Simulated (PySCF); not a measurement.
Isomers of C5H6O, one GFN2-xTB conformer each. Single-point energies are computed at PBE0/pcSseg-1 (PySCF, gas phase, no added dispersion term), electronic only.

Task: Rank them by PBE0/pcSseg-1 energy, lowest first (kJ/mol).
A. `[CH:1]#[C:2][C@H:3]([CH3:4])[CH:5]=[O:6]` with C2–C3–C5–O6 -114°
B. `[CH2:1]=[CH:2][CH2:3][CH:4]=[C:5]=[O:6]` with C1–C2–C3–C4 -117°, C2–C3–C4–C5 -109°
C. `[CH2:1]=[CH:2][C:3](=[O:4])[CH:5]=[CH2:6]` with C1–C2–C3–O4 0°, C2–C3–C5–C6 180°
D. `[OH:1][CH2:2][CH:3]=[C:4]1[CH:5]=[CH:6]1` with H–O1–C2–C3 53°, O1–C2–C3–C4 -119°

Result: C (0.0), B (20.4), A (89.4), D (208.0).

As drawn, the lowest has a C=O bond, which the highest lacks; the highest has a three-membered ring and an O–H bond, which the lowest lacks. GFN2-xTB itself gives, in the same order: 23.4, 0.0, 56.4, 176.0. GFN2-xTB puts C=CCC=C=O lowest instead; measured from each level's own lowest isomer, the values differ by up to 33.0 kJ/mol (C#C[C@H](C)C=O: 56.4 against 89.4).

Task: Which frontier levels, dipoles and rotational constants go with these structures?

Result: 
| SMILES | HOMO (eV, PBE0/pcSseg-1) | LUMO (eV) | dipole (D) | A, B, C (MHz) |
| --- | --- | --- | --- | --- |
| C=CC(=O)C=C | -7.45 | -2.29 | 2.51 | 10360, 2312, 1890 |
| C=CCC=C=O | -6.78 | -1.01 | 1.69 | 16364, 1498, 1471 |
| C#C[C@H](C)C=O | -7.49 | -0.98 | 2.67 | 5263, 2800, 1972 |
| OCC=C1C=C1 | -6.18 | -0.76 | 3.82 | 12871, 1798, 1712 |
